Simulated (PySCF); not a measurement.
Spin states of PH⁺

Unrestricted PBE0; P 6-31G(d,p), H 6-31G(d,p); no relativity (PySCF 2.14). Outer shells of the fragments: P+ 3s2 3p2; H 1s1.

Followed along the bond (rough minima from three points):

```csv
2Ms+1,unpaired,⟨S²⟩ at the start,R at minimum (Å),Te (eV)
2,π ↑,0.75,1.43,0.00
4,"σ ↑, π ↑↑",3.75,1.48,1.49
```

Solutions found at the starting distance of 1.485 Å, counted from the lowest of them; the search is not exhaustive and high or unbound solutions are not listed, so other states can lie among these:

| 2Ms+1 | unpaired | term | E (eV) | ⟨S²⟩ | ⟨Lz²⟩ | μ (D) |
| --- | --- | --- | --- | --- | --- | --- |
| 2 | π ↑ | ²Π | 0.00 | 0.75 | 1.01 | 1.03 |
| 4 | σ ↑, π ↑↑ | ⁴Σ⁻ | 1.47 | 3.75 | 0.00 | 1.22 |
| 2 | σ ↓, π ↑↑ | mixed | 2.35 | 1.78 | 0.00 | 1.68 |
| 2 | σ ↑, π ↑↓ | mixed | 2.39 | 1.77 | 2.01 | 1.48 |
| 2 | σ ↑ | mixed | 3.73 | 0.76 | 2.00 | 1.50 |
| 4 | σ ↑↑, π ↑ | ⁴Π | 7.61 | 3.75 | 1.00 | -0.10 |

A term symbol is given only where ⟨S²⟩ and ⟨Lz²⟩ are close to those of a pure state; real π, δ and φ orbitals otherwise mix terms. A positive dipole points towards H; it is taken about the centre of mass and depends on that origin.

Counting both spins, an empty level lies below a filled one in some of these solutions, because spin and occupation are held.
